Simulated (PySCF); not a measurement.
# One shape, several levels: CH5BO (SMILES CBO)

Wanted: a comparison of 3 runs (MP2/cc-pVDZ, MP2/aug-cc-pVDZ, MP2/cc-pVTZ) of CH5BO. The job is set up through a Python script.

The calculation is run with PySCF 2.14.0.

**1. The structure to begin with**

CH5BO: 8 atoms, total charge 0, spin state singlet. SMILES: `CBO`. Geometry: relaxed at PBE0-D4/def2-TZVP. This is one conformer, not always the lowest.

Bond lengths: C1–B2 1.559 Å, B2–O3 1.357 Å, C1–H4 1.092 Å, C1–H5 1.096 Å, C1–H6 1.096 Å, B2–H7 1.207 Å, O3–H8 0.960 Å. Angles: C1–B2–O3 119.4°, C1–B2–H7 121.8°, O3–B2–H7 118.7°, B2–C1–H4 113.4°, B2–C1–H5 110.2°, B2–C1–H6 110.2°, B2–O3–H8 113.1°, H4–C1–H5 108.7°, H4–C1–H6 108.7°, H5–C1–H6 105.3°.

**2. The energy at MP2/cc-pVDZ (run 1)**

The input, input.py:

```python
from pyscf import gto, mp

mol = gto.M(
    atom='''
C     -0.618600     0.710300    -0.324600
B      0.508800    -0.240100     0.180200
O      0.240700    -1.558300     0.355600
H     -1.568300     0.201200    -0.499400
H     -0.308500     1.205100    -1.251900
H     -0.780500     1.520100     0.395700
H      1.620500     0.163100     0.420800
H      0.998200    -2.058400     0.667700
''',
    charge=0,
    max_memory=1860,
    verbose=3,
    basis='cc-pvdz',
)

mf = mol.RHF()
mf.conv_tol = 1e-10
mf.kernel()
if not mf.converged:
    mf = mf.newton().run(mf.mo_coeff, mf.mo_occ)

pt = mp.MP2(mf, frozen=3).run()
etot = pt.e_tot
print(f'total energy: {etot:.8f} hartree')
```

The run is started by

```
$ OMP_NUM_THREADS=1 python input.py
```

What it wrote:

```text
converged SCF energy = -140.390050925675
E(RMP2) = -140.811199056049  E_corr = -0.421148130373478
E(SCS-RMP2) = -140.80956341875  E_corr = -0.419512493074921
total energy: -140.81119906 hartree
```

Wall time 1.3 s (1 thread of Arm Neoverse V1, shared host); peak memory 0.14 GiB.

**3. The energy at MP2/aug-cc-pVDZ (run 2)**

The input, geometry.xyz:

```xyz
8
CH5BO
C     -0.618600     0.710300    -0.324600
B      0.508800    -0.240100     0.180200
O      0.240700    -1.558300     0.355600
H     -1.568300     0.201200    -0.499400
H     -0.308500     1.205100    -1.251900
H     -0.780500     1.520100     0.395700
H      1.620500     0.163100     0.420800
H      0.998200    -2.058400     0.667700
```

The input, job.py:

```python
from pyscf import gto, mp

mol = gto.Mole()
mol.atom = 'geometry.xyz'
mol.max_memory = 1860
mol.basis = 'aug-cc-pvdz'
mol.verbose = 4
mol.build()

hf = mol.RHF()
hf.conv_tol = 1e-10
hf.kernel()
if not hf.converged:
    hf = hf.newton().run(hf.mo_coeff, hf.mo_occ)

pt = mp.MP2(hf, frozen=3).run()
e_final = pt.e_tot
print('Final energy', e_final)
```

The run is started by

```
$ OMP_NUM_THREADS=1 python job.py
```

What it wrote:

```text
PySCF version 2.14.0

[... 62 lines left out ...]
converged SCF energy = -140.398099530693
[... 1 line left out ...]
******** <class 'pyscf.mp.mp2.RMP2'> ********
nocc = 9, nmo = 111
frozen orbitals 3
E(RMP2) = -140.83952030191  E_corr = -0.441420771217183
E(SCS-RMP2) = -140.837464562469  E_corr = -0.43936503177624
E_corr(same-spin) = -0.104238338866593
E_corr(oppo-spin) = -0.337182432350591
Final energy -140.83952030190991
```

Run time: 3.6 s. Hardware: 1 thread of Arm Neoverse V1, shared host; peak memory 0.33 GiB.

**4. The energy at MP2/cc-pVTZ (run 3)**

The input, mol.xyz:

```xyz
8
CH5BO
C     -0.618600     0.710300    -0.324600
B      0.508800    -0.240100     0.180200
O      0.240700    -1.558300     0.355600
H     -1.568300     0.201200    -0.499400
H     -0.308500     1.205100    -1.251900
H     -0.780500     1.520100     0.395700
H      1.620500     0.163100     0.420800
H      0.998200    -2.058400     0.667700
```

The input, calc.py:

```python
from pyscf import gto, scf, mp

molecule = gto.Mole()
molecule.atom = 'mol.xyz'
molecule.max_memory = 1860
molecule.charge = 0
molecule.basis = 'cc-pvtz'
molecule.verbose = 3
molecule.build()

mf = scf.RHF(molecule)
mf.conv_tol = 1e-10
mf.kernel()
if not mf.converged:
    mf = mf.newton().run(mf.mo_coeff, mf.mo_occ)

pt = mp.MP2(mf, frozen=3).run()
e_tot = pt.e_tot
print('Final energy', e_tot)
```

The run is started by

```
$ OMP_NUM_THREADS=1 python calc.py
```

What it wrote:

```text
converged SCF energy = -140.435857079967
E(RMP2) = -140.961894205208  E_corr = -0.526037125240868
E(SCS-RMP2) = -140.963852058898  E_corr = -0.527994978930813
Final energy -140.96189420520778
```

Run time: 11 s. Hardware: 1 thread of Arm Neoverse V1, shared host; peak memory 0.87 GiB.

**5. All runs side by side**

```tsv
run	level	energy (Eh)	dipole moment (D) of the reference	HOMO energy (eV)	LUMO energy (eV)	wall time
1	MP2/cc-pVDZ	-140.811199	1.18	-12.11	4.22	1.3 s
2	MP2/aug-cc-pVDZ	-140.839520	1.14	-12.20	0.92	3.6 s
3	MP2/cc-pVTZ	-140.961894	1.15	-12.20	3.77	11 s
```

**6. Results**

```
                                          quantity          value
                               run 3: total energy  -140.96189 Eh
       run 3: dipole moment (Hartree–Fock density)         1.15 D
        run 3: HOMO energy (Hartree–Fock orbitals)      -12.20 eV
        run 3: LUMO energy (Hartree–Fock orbitals)        3.77 eV
      run 3: HOMO–LUMO gap (Hartree–Fock orbitals)       15.97 eV
run 3: correlation energy (3 core orbitals frozen)     -526.0 mEh
```

**Reading.** Over the runs the total energy spans 4.101 eV. All runs together took 15 s, the longest 11 s.
